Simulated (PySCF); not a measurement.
SiF4, SMILES F[Si](F)(F)F. Heavy atoms are numbered as in [F:1][Si:2]([F:3])([F:4])[F:5].

The structure is a stationary point at ωB97X-D3(BJ)/def2-SVP. The isomer is the one that the SMILES or the coordinates give; other isomers of the formula were not compared.

Computed with KT2/pcSseg-2 (PySCF).

GIAO shieldings, no solvent; atoms alike by connectivity are averaged. δ = σ(ref) − σ: ¹⁹F against CFCl3 (σ = 125.1 ppm); ²⁹Si against TMS (σ = 351.7 ppm), references at their B3LYP-D3(BJ)/def2-TZVP geometries, non-relativistic.

**Question.** Estimate the chemical shifts. (Estimate from the structure and the level; the computed values follow.)

**Answer.** 
```json
[
 {"nucleus": "¹⁹F", "atoms": "F1", "count": "4", "δ (ppm)": "-202.4"},
 {"nucleus": "²⁹Si", "atoms": "Si2", "count": "1", "δ (ppm)": "-99.4"}
]
```
